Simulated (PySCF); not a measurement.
Species, as SMILES: OCl (OH-Cl).
Geometry (B3LYP-D3(BJ)/def2-TZVP, fixed):
```
O
H 1 0.9686
Cl 1 1.7015 2 103.27
```

How fast the lowest singlet excitation energy converges with the basis for several methods (PySCF): deviation from each method's own reference, in eV. References: CAM-B3LYP 4.057 eV, the value in aug-pcseg-3; PBE 3.799 eV, the value in aug-pcseg-3; PBE0 4.053 eV, the value in aug-pcseg-3. All functions are spherical. Density fitting with generated auxiliary sets. No added dispersion term, no relativity. Tamm-Dancoff approximation, the state taken by its order.

| basis | functions | CAM-B3LYP | PBE | PBE0 |
|---|---|---|---|---|
| cc-pV(D+d)Z | 42 | 0.047 | 0.050 | 0.032 |
| aug-cc-pV(D+d)Z | 64 | -0.026 | -0.022 | -0.032 |
| def2-TZVP | 74 | 0.045 | 0.061 | 0.045 |
| def2-TZVPD | 95 | -0.004 | -0.002 | -0.003 |
| jun-cc-pV(T+d)Z | 101 | -0.003 | 0.001 | -0.002 |
| def2-TZVPPD | 108 | -0.003 | -0.001 | -0.002 |
| aug-pcseg-2 | 119 | 0.018 | 0.020 | 0.019 |
| aug-cc-pV(T+d)Z | 124 | 0.001 | 0.002 | 0.001 |
| def2-QZVPP | 157 | 0.024 | 0.037 | 0.025 |
| def2-QZVPPD | 178 | 0.002 | 0.002 | 0.002 |
| aug-cc-pV(Q+d)Z | 215 | 0.004 | 0.004 | 0.003 |
| aug-pcseg-3 | 223 | 0.000 | 0.000 | 0.000 |

Mean absolute deviation over def2-TZVP, def2-TZVPD, jun-cc-pV(T+d)Z, def2-TZVPPD, aug-pcseg-2, aug-cc-pV(T+d)Z: PBE0 0.012, CAM-B3LYP 0.012, PBE 0.014 eV.
